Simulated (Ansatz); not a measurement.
# SiNH (singlet): from Hartree-Fock to the top rungs at distance Si1–N2 = 3.392 Å, 6-31G

How much of the correlation energy of SiNH (singlet) does each wave-function method recover here?

Program: Ansatz 0.2.0, Gaussian basis. Level of theory: 6-31G, core rule «outside noble gas», up to 6 orbitals frozen. These are calculated values, not measurements.

Plan: UHF; CCSD(T) on RHF; CCSD(T) on UHF; BCCD(T) on RHF; CISD; CCSDT(Q) on RHF; CCSDT(Q) on UHF; CISDTQ; CASSCF and MRCISD+Q, 2 electrons in 2 orbitals; CASSCF and NEVPT2, 2 electrons in 2 orbitals; CASSCF and MRCISD+Q, 10 electrons in 9 orbitals; CASSCF and NEVPT4(SD), 10 electrons in 9 orbitals; CASSCF and NEVPT2, 10 electrons in 9 orbitals; Full CI.

29 further runs of the same task are left out: 5 for a known fault of the program, 19 that didn't finish, 5 set aside as unsound or not needed.

**1. The system**

The geometry derives from a PBE0/def2-TZVP stationary point (not a proven minimum). One bond is set to the value named and the two fragments are kept rigid.

3 atoms, charge 0, spin multiplicity 1.

Atoms are counted from 1 here; the program's logs count them from 0.

Bond lengths: Si1–H3 1.487 Å.

**2. UHF**

Contents of in.yaml:

```yaml
crystal:
  periodic: [false, false, false]
  atoms:
    - {symbol: Si, position_ang: [0.000000, 0.000000, 0.634949]}
    - {symbol: N, position_ang: [0.000000, 0.000000, -2.757051]}
    - {symbol: H, position_ang: [0.000000, 0.000000, 2.122101]}
basis:
  gaussian: {orbitals: 6-31G}
magnetization: {spin_polarized: true, initial_magnetization: 0}
hamiltonian: {xc: hf}
output: {orbitals: {seedname: orbitals}}
```

Run with:

```
$ ansatz run in.yaml --threads 1 --pin off --events-out ev --progress --plain --max-ram 2393MiB
```

Further steps of the session: CCSD(T) on RHF; CCSD(T) on UHF; BCCD(T) on RHF; CISD; CCSDT(Q) on RHF; CCSDT(Q) on UHF; CISDTQ; CASSCF and MRCISD+Q, 2 electrons in 2 orbitals; CASSCF and NEVPT2, 2 electrons in 2 orbitals; CASSCF and MRCISD+Q, 10 electrons in 9 orbitals; CASSCF and NEVPT4(SD), 10 electrons in 9 orbitals; CASSCF and NEVPT2, 10 electrons in 9 orbitals; Full CI.

Q: Predict the results of all the runs planned. Wanted: FCI below the RHF energy; RMP2 from FCI; UMP2 from FCI; RCCSD from FCI; RCCSD(T) from FCI; UCCSD(T) from FCI; RCCSDT(Q) from FCI; UCCSDT(Q) from FCI; NEVPT2 valence from FCI.

The runs gave:

| quantity | value |
| --- | --- |
| FCI below the RHF energy | -9.0744 eV |
| RMP2 from FCI | +3985.9 meV |
| UMP2 from FCI | +540.1 meV |
| RCCSD from FCI | +2220.1 meV |
| RCCSD(T) from FCI | +1392.4 meV |
| UCCSD(T) from FCI | +28.0 meV |
| RCCSDT(Q) from FCI | +1765.2 meV |
| UCCSDT(Q) from FCI | +8.6 meV |
| NEVPT2 valence from FCI | +456.4 meV |
| NEVPT4(SD) valence from FCI | +58.6 meV |
| MRCISD+Q valence from FCI | +4.3 meV |
| levels within 1 kcal/mol (43 meV) | UCCSD, UCCSD(T), UCCSDT, UCCSDT(Q), MRCISD valence, MRCISD+Q valence |
| T1 diagnostic | 0.097 |
| effectively unpaired electrons | 5.82 |

RCCSD(T) lands +1392.4 meV from the yardstick (15.3 % of the correlation energy). CCSD(T) misses by +1392.4 meV on the restricted determinant and by +28.0 meV on the unrestricted one; the two need not hold the same state or core. With 5.8 effectively unpaired electrons against 0 the state is strongly multireference. Of the multireference levels listed MRCISD+Q valence comes nearest in total energy (+4.3 meV), which doesn't show that its space is the better one. These misses are within one basis, not against nature.
